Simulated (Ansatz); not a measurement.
```yaml
crystal:
  periodic: [false, false, false]
  atoms:
    - {symbol: B, position_ang: [-0.007822, -0.000813, -0.520060]}
    - {symbol: C, position_ang: [0.015749, 0.001691, 1.056493]}
    - {symbol: N, position_ang: [0.033308, 0.003494, 2.220468]}
    - {symbol: H, position_ang: [1.144934, 0.004097, -0.936184]}
    - {symbol: H, position_ang: [-0.597924, 0.999315, -0.911918]}
    - {symbol: H, position_ang: [-0.588254, -1.007794, -0.908800]}
basis:
  gaussian: {orbitals: def2-mTZVPP}
magnetization: {spin_polarized: true, initial_magnetization: 1}
hamiltonian: {xc: {name: HF}}
correlation: {active_space: {window: {electrons: 3, orbitals: 2}}}
scf: {omitted_lower_state_checks: [starts]}
```

```sh
$ ansatz run in.yaml --threads 4 --pin off --events-out ev --progress --plain --max-ram 3916MiB
```

It prints (some lines left out):

```
Error: invalid value for `correlation.active_space`: it starts from restricted Hartree–Fock orbitals; set hamiltonian.xc: hf without magnetization.spin_polarized
```
